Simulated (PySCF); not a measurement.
Compound: C₅H₉N.
Cartesian coordinates in Å at the GFN2-xTB level; atoms count from 1:
```
atom  x, y, z in Å
C1     1.5045   -0.8195   -0.0918
C2     0.7035    0.4604   -0.2623
C3     0.2830    1.1593    1.0059
C4    -1.0196    1.0163    0.7907
C5    -0.8311    0.3129   -0.5424
N6    -1.3274   -1.0284   -0.7356
H7     2.5390   -0.5785    0.1446
H8     1.4774   -1.4007   -1.0100
H9     1.1035   -1.4251    0.7177
H10    1.2033    1.1104   -0.9855
H11    0.8689    1.6119    1.7858
H12   -1.9055    1.2984    1.3327
H13   -1.1615    0.9134   -1.3962
H14   -1.1064   -1.6069    0.0675
H15   -2.3359   -1.0160   -0.8430
```

Computed with PySCF 2.14.0, density-fitted response routines, TDDFT B3LYP/def2-SVPD, vertical, gas phase, core orbitals frozen in the response.

Transition dipole moments from the ground state, in atomic units and in the frame of the coordinates above (overall signs are arbitrary), for the states with f of 0.002 or more among the lowest 7:

```csv
state,E (hartree),μx,μy,μz
S1,0.2004,0.137,0.200,0.223
S2,0.2220,-0.307,0.163,0.226
S3,0.2485,0.111,0.103,0.069
S4,0.2487,0.171,0.182,-0.022
S5,0.2511,-0.727,-0.218,-0.127
S6,0.2571,0.464,-0.361,0.023
S7,0.2595,0.114,-0.016,-0.049
```

Work out the oscillator strengths.

f = (2/3) ΔE |μ|² with ΔE in hartree (27.2114 eV).

```json
{"state": "S1", "|μ|² (au)": "0.109", "|μ| (D)": "0.84", "f": "0.015"}
{"state": "S2", "|μ|² (au)": "0.172", "|μ| (D)": "1.05", "f": "0.025"}
{"state": "S3", "|μ|² (au)": "0.028", "|μ| (D)": "0.42", "f": "0.005"}
{"state": "S4", "|μ|² (au)": "0.063", "|μ| (D)": "0.64", "f": "0.010"}
{"state": "S5", "|μ|² (au)": "0.592", "|μ| (D)": "1.96", "f": "0.099"}
{"state": "S6", "|μ|² (au)": "0.347", "|μ| (D)": "1.50", "f": "0.059"}
{"state": "S7", "|μ|² (au)": "0.016", "|μ| (D)": "0.32", "f": "0.003"}
```

Which bond between heavy atoms lies closest to the direction of the S5 transition dipole?

C3–C4 and C2–C5, at 10° from it; next C5–N6 at 52°.

What angle do the transition dipoles of S1 and S2 make?

|cos θ| = |μa·μb| / (|μa| |μb|) = 0.30, so θ ≈ 73° (taken between 0 and 90°, since the signs are arbitrary).

What peak molar absorption coefficient would the strongest computed level give as a lone Gaussian band 0.5 eV wide at half height?

ε(max) = 2.175×10⁸ f / FWHM, with the width in cm⁻¹. S5: 2.175×10⁸ × 0.0992 / 4033 ≈ 5300 L mol⁻¹ cm⁻¹.

One conformer stands for the species.
